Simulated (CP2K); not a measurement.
# doublet C3H7F+: levels of theory compared

Aim: a comparison of 5 runs (AM1, GFN2-xTB, PM3, PM6, GFN1-xTB) of doublet C3H7F+. 

Program for the calculation: CP2K 2026.2.

2 further runs of the same task are left out: 2 that didn't finish.

### Step 1. The molecule

The species is C3H7F+ (11 atoms), meant as a doublet with charge +1. As SMILES of the parent species, `CC(C)F`. The shape is that of a PBE0-D4/def2-TZVP optimisation. That shape belongs to the parent species and isn't relaxed for this state.

Bond lengths: C1–C2 1.508 Å, C2–C3 1.508 Å, C2–F4 1.396 Å, C1–H5 1.091 Å, C1–H6 1.092 Å, C1–H7 1.092 Å, C2–H8 1.096 Å, C3–H9 1.092 Å, C3–H10 1.091 Å, C3–H11 1.092 Å. Some angles: C1–C2–C3 113.9°, C1–C2–F4 108.3°, C3–C2–F4 108.3°, C1–C2–H8 110.1°, C3–C2–H8 110.1°, F4–C2–H8 105.9°, C2–C1–H5 110.6°, C2–C1–H6 110.3°, C2–C1–H7 110.4°, C2–C3–H9 110.4°.

### Step 2. The energy at AM1 (run 1)

Input file run.inp:

```
&global
 project_name run
 run_type ENERGY
 print_level MEDIUM
&end global
&force_eval
 method QS
 &dft
  charge 1
  multiplicity 2
  unrestricted_kohn_sham T
  &qs
   method AM1
   eps_default 1.0E-10
   &se
    &coulomb
     cutoff [angstrom] 50
     rc_range [angstrom] 0
    &end coulomb
    &exchange
     cutoff [angstrom] 50
     rc_range [angstrom] 0
    &end exchange
   &end se
  &end qs
  &poisson
   periodic NONE
   poisson_solver ANALYTIC
  &end poisson
  &scf
   scf_guess ATOMIC
   eps_scf 1.0E-06
   max_scf 100
   &diagonalization
    algorithm STANDARD
   &end diagonalization
   &mixing
    method DIRECT_P_MIXING
    alpha 0.4
   &end mixing
  &end scf
  &print
   &moments
    periodic F
    reference COM
    max_moment 1
   &end moments
   &mo ON
    energies T
    occupation_numbers T
    ndigits 6
    &each
     qs_scf 0
    &end each
    add_last NUMERIC
   &end mo
   &hirshfeld OFF
   &end hirshfeld
  &end print
 &end dft
 &subsys
  &cell
   abc [angstrom] 19 19.6 19.1
   periodic NONE
  &end cell
  &coord
   C     -0.234500     1.045100    -0.703000
   C     -0.479600    -0.306600    -0.081300
   C      0.626400    -0.766200     0.834700
   F     -0.614100    -1.242400    -1.108400
   H     -1.041900     1.303400    -1.390000
   H     -0.180600     1.814100     0.071000
   H      0.707700     1.043900    -1.256000
   H     -1.436600    -0.307200     0.453700
   H      1.578500    -0.788700     0.299400
   H      0.417300    -1.766700     1.216600
   H      0.722800    -0.085600     1.683800
  &end coord
  &topology
   &center_coordinates
   &end center_coordinates
  &end topology
 &end subsys
&end force_eval
```

Launch:

```sh
$ OMP_NUM_THREADS=1 cp2k.psmp -i run.inp -o run.out
```

Standard output:

```text
CP2K| version string:                                       CP2K version 2026.2
[...]
 GLOBAL| Method name                                                        CP2K
[...]
 GLOBAL| Run type                                                         ENERGY
[...]
                             - Atoms:                                         11
[...]
                             - Spherical basis functions:                     23
[...]
 Number of electrons:                                                         13
[...]
     1 P_Mix/Diag. 0.40E+00    0.0     0.38265665       -28.1464883137 -2.81E+01
[...]
    26 DIIS/Diag.  0.14E-06    0.0     0.00000042       -35.0961694365 -3.62E-13
  *** SCF run converged in    26 steps ***
  Core-core repulsion energy [eV]:                           1827.53481161488935
  Core Hamiltonian energy [eV]:                             -1504.27981811263999
  Two-electron integral energy [eV]:                        -2556.54066386915429
  Electronic energy [eV]:                                   -2782.55015004721736
  Total energy [eV]:                                         -955.01533843232778
  Atomic reference energy [eV]:                               963.37907008370337
  Heat of formation [kcal/mol]:                               192.87224908094592
[...]
 SE_DIPOLE| Moment [Debye]          0.64255162      -1.16633419      -1.73318123
 SE_DIPOLE| Derivative [a.u.]       0.00000000       0.00000000       0.00000000
 ENERGY| Total FORCE_EVAL ( QS ) energy [hartree]            -35.096169436536279
[...]
```

Run time: 0.24 s. Hardware: 1 thread of Arm Neoverse V2, shared host.

### Step 3. The energy at GFN2-xTB (run 2)

Input file mol.inp:

```
&GLOBAL
  PROJECT mol
  RUN_TYPE ENERGY
  PRINT_LEVEL MEDIUM
&END GLOBAL

&FORCE_EVAL
  METHOD QS
  &DFT
    CHARGE 1
    MULTIPLICITY 2
    SPIN_POLARIZED T
    ! Quickstep
    &QS
      METHOD XTB
      EPS_DEFAULT 1.0E-10
      &XTB
        GFN_TYPE TBLITE
        &TBLITE
          METHOD GFN2
        &END TBLITE
        CHECK_ATOMIC_CHARGES F
      &END XTB
    &END QS
    ! no periodic images
    &POISSON
      PERIODIC NONE
      POISSON_SOLVER ANALYTIC
    &END POISSON
    ! self-consistent field
    &SCF
      SCF_GUESS ATOMIC
      EPS_SCF 1.0E-06
      MAX_SCF 150
      ADDED_MOS 8
      &DIAGONALIZATION
        ALGORITHM STANDARD
      &END DIAGONALIZATION
      &MIXING
        METHOD DIRECT_P_MIXING
        ALPHA 0.4
      &END MIXING
      &SMEAR ON
        METHOD FERMI_DIRAC
        ELECTRONIC_TEMPERATURE [K] 300
        FIXED_MAGNETIC_MOMENT 1.0
      &END SMEAR
    &END SCF
    ! extra output
    &PRINT
      &MOMENTS
        PERIODIC F
        REFERENCE COM
        MAX_MOMENT 1
      &END MOMENTS
      &MO ON
        ENERGIES T
        OCCUPATION_NUMBERS T
        NDIGITS 6
        &EACH
          QS_SCF 0
        &END EACH
        ADD_LAST NUMERIC
      &END MO
      &HIRSHFELD OFF
      &END HIRSHFELD
    &END PRINT
  &END DFT
  &SUBSYS
    &CELL
      ABC 13 13.6 13.1
      PERIODIC NONE
    &END CELL
    &COORD
      C      6.194550     7.821400     5.700100
      C      5.949450     6.469700     6.321800
      C      7.055450     6.010100     7.237800
      F      5.814950     5.533900     5.294700
      H      5.387150     8.079700     5.013100
      H      6.248450     8.590400     6.474100
      H      7.136750     7.820200     5.147100
      H      4.992450     6.469100     6.856800
      H      8.007550     5.987600     6.702500
      H      6.846350     5.009600     7.619700
      H      7.151850     6.690700     8.086900
    &END COORD
  &END SUBSYS
&END FORCE_EVAL
```

Launch:

```sh
$ OMP_NUM_THREADS=1 cp2k.psmp -i mol.inp > mol.out 2>&1
```

Standard output:

```text
CP2K| version string:                                       CP2K version 2026.2
[...]
 GLOBAL| Method name                                                        CP2K
[...]
 GLOBAL| Run type                                                         ENERGY
[...]
                             - Atoms:                                         11
[...]
                             - Spherical basis functions:                     23
[...]
 Number of electrons:                                                         13
[...]
  *** SCF run converged in    18 steps ***
[...]
  Fermi energy:                                                -0.46850288827785
[...]
 TB_DIPOLE| Moment [Debye]          0.95779460       2.57173016       2.49426610
 TB_DIPOLE| Derivative [a.u.]       0.00000000       0.00000000       0.00000000
[...]
 ENERGY| Total FORCE_EVAL ( QS ) energy [hartree]            -14.175090871249578
[...]
```

It took 0.24 s on 1 thread of Arm Neoverse V2, shared host.

Runs 3 to 4 aren't shown in full; the table further down has their settings and results.

### Step 4. The energy at GFN1-xTB (run 5)

Input file mol.inp:

```
&GLOBAL
    PROJECT_NAME mol
    RUN_TYPE ENERGY
    PRINT_LEVEL MEDIUM
&END

&FORCE_EVAL
    METHOD QUICKSTEP
    &DFT
        CHARGE 1
        MULTIPLICITY 2
        UKS T
        &QS
            METHOD XTB
            EPS_DEFAULT 1.0E-10
            &XTB
                GFN_TYPE 1
                CHECK_ATOMIC_CHARGES F
            &END
        &END
        &POISSON
            PERIODIC NONE
            POISSON_SOLVER ANALYTIC
        &END
        &SCF
            SCF_GUESS ATOMIC
            EPS_SCF 1.0E-07
            MAX_SCF 30
            &OT
                MINIMIZER DIIS
                PRECONDITIONER FULL_SINGLE_INVERSE
            &END
            &OUTER_SCF
                EPS_SCF 1.0E-07
                MAX_SCF 8
            &END
        &END
        &PRINT
            &MOMENTS
                PERIODIC F
                REFERENCE COM
                MAX_MOMENT 1
            &END
            &MO_CUBES
                NLUMO 5
                NHOMO -1
                WRITE_CUBE F
            &END
            &HIRSHFELD OFF
            &END
        &END
    &END
    &SUBSYS
        &CELL
            ABC 19 19.6 19.1
            PERIODIC NONE
        &END
        &COORD
            C     -0.234500     1.045100    -0.703000
            C     -0.479600    -0.306600    -0.081300
            C      0.626400    -0.766200     0.834700
            F     -0.614100    -1.242400    -1.108400
            H     -1.041900     1.303400    -1.390000
            H     -0.180600     1.814100     0.071000
            H      0.707700     1.043900    -1.256000
            H     -1.436600    -0.307200     0.453700
            H      1.578500    -0.788700     0.299400
            H      0.417300    -1.766700     1.216600
            H      0.722800    -0.085600     1.683800
        &END
        &TOPOLOGY
            &CENTER_COORDINATES
            &END
        &END
    &END
&END
```

Launch:

```sh
$ OMP_NUM_THREADS=1 cp2k.psmp -i mol.inp > mol.out 2>&1
```

Standard output:

```text
CP2K| version string:                                       CP2K version 2026.2
[...]
 GLOBAL| Method name                                                        CP2K
[...]
 GLOBAL| Run type                                                         ENERGY
[...]
                             - Atoms:                                         11
[...]
                             - Spherical basis functions:                     30
[...]
 Number of electrons:                                                         13
[...]
     1 OT DIIS     0.80E-01    0.0     0.05021736       -14.5616895069 -1.46E+01
[...]
    29 OT DIIS     0.80E-01    0.0     0.00000008       -14.6734652636 -1.31E-11
  *** SCF run converged in    29 steps ***
[...]
 TB_DIPOLE| Moment [Debye]          0.76978879       2.59860575       2.63151324
 TB_DIPOLE| Derivative [a.u.]       0.00000000       0.00000000       0.00000000
[...]
 ENERGY| Total FORCE_EVAL ( QS ) energy [hartree]            -14.673465263610440
[...]
```

Wall time 0.58 s (1 thread of Arm Neoverse V2, shared host); peak memory 0.15 GiB.

### Step 5. Overview of the runs

| run | level | iteration cap | cell | energy (Eh) | HOMO energy (eV) | heat of formation (kcal/mol) | wall time |
| --- | --- | --- | --- | --- | --- | --- | --- |
| 1 | AM1 | 100 | (19, 19.6, 19.1) | -35.096169 | -18.47 | 192.9 | 0.24 s |
| 2 | GFN2-xTB | 150 | (13, 13.6, 13.1) | -14.175091 | -18.37 | – | 0.24 s |
| 3 | PM3 | 80 | (11, 11.6, 11.1) | -32.796796 | -18.83 | 210.8 | 0.22 s |
| 4 | PM6 | 150 | (19, 19.6, 19.1) | -33.909296 | -18.85 | 199.2 | 0.24 s |
| 5 | GFN1-xTB | 30 | (19, 19.6, 19.1) | -14.673465 | -19.75 | – | 0.58 s |

### Step 6. What came out

| quantity | value |
| --- | --- |
| run 5: total energy | -14.67347 Eh |
| run 5: HOMO energy (highest over α and β) | -19.75 eV |
| run 5: dispersion energy | -6.96 kJ/mol |

**Reading.** Force-field and semi-empirical energies have zeros of their own, so their totals don't compare. All runs together took 1.5 s, the longest 0.58 s.
